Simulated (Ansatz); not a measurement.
# ClF (chlorine monofluoride): where methods fail along a bond

ClF has 2 atoms, charge 0, and is taken as a singlet. SMILES: `FCl`. The coordinates come from a GFN2-xTB relaxation.

```xyz
2

F     0.0000    0.0000    0.0000
Cl    0.0000    0.0000    1.6823
```

The F1–Cl2 distance is scanned; the parts on either side stay rigid. Basis STO-3G, 6 core orbitals frozen in the correlated methods; program Ansatz 0.2.0. FCI is exact within this basis and core. Energies in eV from each method's value at 1.682 Å; methods without a U are spin-restricted. The shape above is that at 1.682 Å.

| distance (Å) | revPBE | r2SCAN0 | HSE06 | B2PLYP | BCCD(T) | FCI |
| --- | --- | --- | --- | --- | --- | --- |
| 1.682 | 0.00 | 0.00 | 0.00 | 0.00 | 0.00 | 0.00 |
| 2.103 | 0.90 | 1.52 | 1.40 | 1.30 | 0.58 | 0.58 |
| 2.523 | 2.64 | 3.70 | 3.50 | 3.01 | 1.32 | 1.32 |
| 3.364 | 4.22 | 5.67 | 5.41 | 3.12 | 1.53 | 1.52 |
| 4.206 | 4.47 | 6.04 | 5.76 | 1.58 | 1.54 | 1.53 |

Departure from the FCI curve at its largest: revPBE +2.94 eV at 4.21 Å; r2SCAN0 +4.51 eV at 4.21 Å; HSE06 +4.23 eV at 4.21 Å; B2PLYP +1.69 eV at 2.52 Å; BCCD(T) +0.01 eV at 3.36 Å. The curve of B2PLYP turns over, which the reference doesn't. Restricted functionals keep the electrons paired too, and rise too high.
